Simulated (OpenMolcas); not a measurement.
## [CH3]−: a line through the functionals

The species is [CH3]− (4 atoms), meant as a singlet with charge -1. As SMILES, `[CH3-]`. The coordinates come from a PBE0-D4/def2-TZVPD relaxation.

The HOMO–LUMO gap y, in eV, basis cc-pVTZ; a is the functional's share of exact exchange. Programs: OpenMolcas 26.06.

```
functional     program     a  y (eV)
    revPBE  OpenMolcas     0    2.98
    r2SCAN  OpenMolcas     0    3.95
     B3LYP  OpenMolcas   0.2       ?
      PBE0  OpenMolcas  0.25    4.91
     BHLYP  OpenMolcas   0.5    6.57
```

**Question.** Fit y = c + s·a to the known rows and predict B3LYP.

**Answer.** 
1. Means of the 4 rows: a = 0.1875, y = 4.603.
2. Σ(Δa)² = 0.17188, Σ(Δa·Δy) = 1.0606, so the slope is 1.0606/0.17188 = 6.1706.
3. Intercept: 4.603 − (6.1706) × 0.1875 = 3.446. The largest residual of the fit is 0.50.
4. B3LYP: 3.446 + (6.1706) × 0.2 = 4.68 eV.

The run gave 4.34 eV, so the prediction is off by +0.34 eV, within the scatter of the fit. Exact exchange lowers occupied levels and raises empty ones. The rows mix families of semi-local functionals, which the line can't see.
